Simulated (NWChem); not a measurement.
Everything below was run with NWChem. System: HCl, charge 1, spin multiplicity 2, at the geometry of a parent with another charge or spin, in a state set for the comparison that need not be this species' ground state. Its SCF solution wasn't tested for a lower state. Level: UPBE/6-31+G* (spherical d).

NWChem printed:

```
             Northwest Computational Chemistry Package (NWChem) 7.3.0
             --------------------------------------------------------

                                NWChem Input Module
                                -------------------

 Scaling coordinates for geometry "geometry" by  1.889725989
 (inverse scale =  0.529177249)

 Turning off AUTOSYM since
 SYMMETRY directive was detected!

                             Geometry "geometry" -> ""
                             -------------------------

 Output coordinates in angstroms (scale by  1.889725989 to convert to a.u.)

  No.       Tag          Charge          X              Y              Z
 ---- ---------------- ---------- -------------- -------------- --------------
    1 Cl                  17.0000     0.00000000     0.00000000     0.07139900
    2 H                    1.0000     0.00000000     0.00000000    -1.21379000

 Effective nuclear repulsion energy (a.u.)       6.9997589716

            Nuclear Dipole moment (a.u.)
            ----------------------------
        X                 Y               Z
 ---------------- ---------------- ----------------
     0.0000000000     0.0000000000    -0.0000132281

      Symmetry information
      --------------------

 Group name             C2v
 Group number             16
 Group order               4
 No. of unique centers     2

      Symmetry unique atoms

     1    2


 Summary of "ao basis" -> "" (spherical)
 ------------------------------------------------------------------------------
       Tag                 Description            Shells   Functions and Types
 ---------------- ------------------------------  ------  ---------------------
 *                          6-31+g*                   on all atoms

  pbe96 is a nonlocal functional; adding pw91lda local functional.

                                 NWChem DFT Module
                                 -----------------

 Summary of "ao basis" -> "ao basis" (spherical)
 ------------------------------------------------------------------------------
       Tag                 Description            Shells   Functions and Types
 ---------------- ------------------------------  ------  ---------------------
 Cl                         6-31+g*                 10       22   5s4p1d
 H                          6-31+g*                  2        2   2s

 Summary of "ao basis" -> "ao basis" (spherical)
 ------------------------------------------------------------------------------
       Tag                 Description            Shells   Functions and Types
 ---------------- ------------------------------  ------  ---------------------
 Cl                         6-31+g*                 10       22   5s4p1d
 H                          6-31+g*                  2        2   2s

      Symmetry analysis of basis
      --------------------------

        a1         13
        a2          1
        b1          5
        b2          5

            General Information
            -------------------
          SCF calculation type: DFT
          Wavefunction type:  spin polarized.
          No. of atoms     :     2
          No. of electrons :    17
           Alpha electrons :     9
            Beta electrons :     8
          Charge           :     1
          Spin multiplicity:     2
          Use of symmetry is: on ; symmetry adaption is: on
          Maximum number of iterations: 100
          AO basis - number of functions:    24
                     number of shells:    12
          Convergence on energy requested:  1.00D-06
          Convergence on density requested:  1.00D-05
          Convergence on gradient requested:  5.00D-04

              XC Information
              --------------
          PerdewBurkeErnzerhof Exchange Functional  1.000
            Perdew 1991 LDA Correlation Functional  1.000 local
           PerdewBurkeErnz. Correlation Functional  1.000 non-local

             Grid Information
             ----------------
          Grid used for XC integration:  medium
          Radial quadrature: Mura-Knowles
          Angular quadrature: Lebedev.
          Tag              B.-S. Rad. Rad. Pts. Rad. Cut. Ang. Pts.
          ---              ---------- --------- --------- ---------
[...]
    12      0.292765  1 Cl py                19     -0.026706  1 Cl d -1

 Vector    9  Occ=1.000000D+00  E=-6.700574D-01  Symmetry=b1
              MO Center=  7.7D-17, -1.9D-16,  5.4D-02, r^2= 1.0D+00
   Bfn.  Coefficient  Atom+Function         Bfn.  Coefficient  Atom+Function
  ----- ------------  ---------------      ----- ------------  ---------------
     7      0.814292  1 Cl px                11      0.315592  1 Cl px
     3     -0.308155  1 Cl px                21      0.025532  1 Cl d  1

 Vector   10  Occ=0.000000D+00  E=-3.388428D-01  Symmetry=a1
              MO Center= -1.3D-16, -1.4D-16, -7.6D-01, r^2= 2.0D+00
   Bfn.  Coefficient  Atom+Function         Bfn.  Coefficient  Atom+Function
  ----- ------------  ---------------      ----- ------------  ---------------
    24      1.176672  2 H  s                 13      0.649163  1 Cl pz
    10     -0.624584  1 Cl s                  9      0.521676  1 Cl pz
    23      0.381359  2 H  s                  6     -0.272592  1 Cl s
     5     -0.179110  1 Cl pz                20      0.151327  1 Cl d  0
    14      0.143439  1 Cl s                  2      0.103715  1 Cl s

 Vector   11  Occ=0.000000D+00  E=-1.915077D-01  Symmetry=a1
              MO Center=  4.9D-17,  5.6D-15, -3.2D-01, r^2= 5.7D+00
   Bfn.  Coefficient  Atom+Function         Bfn.  Coefficient  Atom+Function
  ----- ------------  ---------------      ----- ------------  ---------------
    14      1.430821  1 Cl s                 24     -0.760688  2 H  s
    13     -0.423928  1 Cl pz                 6     -0.382172  1 Cl s
    17     -0.238828  1 Cl pz                23     -0.187271  2 H  s
    20     -0.149738  1 Cl d  0               9     -0.077485  1 Cl pz
     2      0.066249  1 Cl s                  5      0.033286  1 Cl pz

 Vector   12  Occ=0.000000D+00  E=-1.299715D-01  Symmetry=b2
              MO Center= -4.3D-17,  9.6D-14,  7.0D-02, r^2= 7.8D+00
   Bfn.  Coefficient  Atom+Function         Bfn.  Coefficient  Atom+Function
  ----- ------------  ---------------      ----- ------------  ---------------
    16      1.080880  1 Cl py                 8     -0.376927  1 Cl py
     4      0.114523  1 Cl py                12     -0.103954  1 Cl py

                     DFT Final Beta Molecular Orbital Analysis
                     -----------------------------------------

 Vector    6  Occ=1.000000D+00  E=-1.151859D+00  Symmetry=a1
              MO Center= -9.3D-18, -3.6D-18, -1.8D-01, r^2= 7.7D-01
   Bfn.  Coefficient  Atom+Function         Bfn.  Coefficient  Atom+Function
  ----- ------------  ---------------      ----- ------------  ---------------
     6      0.764491  1 Cl s                  2     -0.368314  1 Cl s
    10      0.245847  1 Cl s                 23      0.154577  2 H  s
     9     -0.131271  1 Cl pz                 1      0.083199  1 Cl s
     5      0.052744  1 Cl pz                20      0.040874  1 Cl d  0
    24      0.030852  2 H  s

 Vector    7  Occ=1.000000D+00  E=-7.931955D-01  Symmetry=a1
              MO Center= -1.6D-16, -2.1D-16, -8.0D-02, r^2= 1.2D+00
   Bfn.  Coefficient  Atom+Function         Bfn.  Coefficient  Atom+Function
  ----- ------------  ---------------      ----- ------------  ---------------
     9      0.649554  1 Cl pz                23     -0.285734  2 H  s
     6      0.278265  1 Cl s                  5     -0.252576  1 Cl pz
    24     -0.177627  2 H  s                 10      0.164539  1 Cl s
    13      0.155961  1 Cl pz                 2     -0.124540  1 Cl s
    20     -0.057414  1 Cl d  0               1      0.028231  1 Cl s

 Vector    8  Occ=1.000000D+00  E=-6.523860D-01  Symmetry=b1
              MO Center= -4.5D-16, -3.1D-16,  5.6D-02, r^2= 1.0D+00
   Bfn.  Coefficient  Atom+Function         Bfn.  Coefficient  Atom+Function
  ----- ------------  ---------------      ----- ------------  ---------------
     7      0.807854  1 Cl px                11      0.321726  1 Cl px
     3     -0.306322  1 Cl px

 Vector    9  Occ=0.000000D+00  E=-6.404420D-01  Symmetry=b2
              MO Center= -4.0D-17,  7.1D-17,  5.8D-02, r^2= 1.0D+00
   Bfn.  Coefficient  Atom+Function         Bfn.  Coefficient  Atom+Function
  ----- ------------  ---------------      ----- ------------  ---------------
     8      0.801922  1 Cl py                12      0.327928  1 Cl py
     4     -0.304798  1 Cl py

 Vector   10  Occ=0.000000D+00  E=-3.278234D-01  Symmetry=a1
              MO Center= -1.1D-16, -1.1D-16, -7.8D-01, r^2= 2.0D+00
   Bfn.  Coefficient  Atom+Function         Bfn.  Coefficient  Atom+Function
  ----- ------------  ---------------      ----- ------------  ---------------
    24      1.192415  2 H  s                 13      0.660206  1 Cl pz
    10     -0.654378  1 Cl s                  9      0.530190  1 Cl pz
    23      0.370880  2 H  s                  6     -0.279319  1 Cl s
     5     -0.182369  1 Cl pz                14      0.154946  1 Cl s
    20      0.132735  1 Cl d  0               2      0.111254  1 Cl s

 Vector   11  Occ=0.000000D+00  E=-1.808847D-01  Symmetry=a1
              MO Center=  3.0D-15, -2.0D-17, -3.4D-01, r^2= 5.8D+00
   Bfn.  Coefficient  Atom+Function         Bfn.  Coefficient  Atom+Function
  ----- ------------  ---------------      ----- ------------  ---------------
    14      1.448649  1 Cl s                 24     -0.758076  2 H  s
    13     -0.414261  1 Cl pz                 6     -0.343037  1 Cl s
    17     -0.248593  1 Cl pz                23     -0.194568  2 H  s
    20     -0.148365  1 Cl d  0               9     -0.089938  1 Cl pz
    10     -0.077950  1 Cl s                  2      0.062001  1 Cl s

   alpha - beta orbital overlaps
   -----------------------------

   alpha      1      2      3      4      5      6      7      8      9     10
    beta      1      2      4      3      5      6      7      9      8     10
 overlap   1.000  1.000  1.000  1.000  1.000  0.999  0.999  0.999  1.000  0.999

   alpha     11     12     13     14     15     16     17     18     19     20
    beta     11     14     12     13     15     18     17     16     21     23
 overlap   1.000  0.999  1.000  1.000  0.997  0.998  0.990  1.000  0.999  0.849

   alpha     21     22     23     24
    beta     22     20     19     24
 overlap   1.000  1.000  0.861  0.998

     --------------------------
     Expectation value of S2:
     --------------------------
      <S2> =      0.7522 (Exact =     0.7500)

 center of mass
 --------------
 x =   0.00000000 y =   0.00000000 z =   0.06688993

 moments of inertia (a.u.)
 ------------------
           5.777994518185           0.000000000000           0.000000000000
           0.000000000000           5.777994518185           0.000000000000
           0.000000000000           0.000000000000           0.000000000000

     Multipole analysis of the density
     ---------------------------------

     L   x y z        total         alpha         beta         nuclear
     -   - - -        -----         -----         ----         -------
     0   0 0 0      1.000000     -9.000000     -8.000000     18.000000

     1   1 0 0     -0.000000     -0.000000     -0.000000      0.000000
     1   0 1 0     -0.000000     -0.000000     -0.000000      0.000000
     1   0 0 1     -0.677322     -0.398151     -0.279158     -0.000013

     2   2 0 0     -8.534133     -4.583645     -3.950488      0.000000
     2   1 1 0     -0.000000     -0.000000     -0.000000      0.000000
     2   1 0 1     -0.000000     -0.000000     -0.000000      0.000000
     2   0 2 0     -7.072999     -4.594573     -2.478426      0.000000
     2   0 1 1     -0.000000     -0.000000     -0.000000      0.000000
     2   0 0 2     -5.493492     -5.805466     -5.258705      5.570678

 Task  times  cpu:        0.7s     wall:        0.7s

 Total times  cpu:        0.8s     wall:        0.8s
```

Task: Write an NWChem input that would produce this output.

Result: Several could match; the one computed here: 
```
start mol
memory heap 200 mb stack 900 mb global 1100 mb
charge 1
geometry units angstroms nocenter noautoz
  Cl     0.000000     0.000000     0.071399
  H      0.000000     0.000000    -1.213790
  symmetry group C2v
end
basis spherical
  * library 6-31+g*
end
dft
  xc xpbe96 cpbe96
  odft
  mult 2
  semidirect memsize 60000000 filesize 0
  iterations 100
end
task dft energy
```
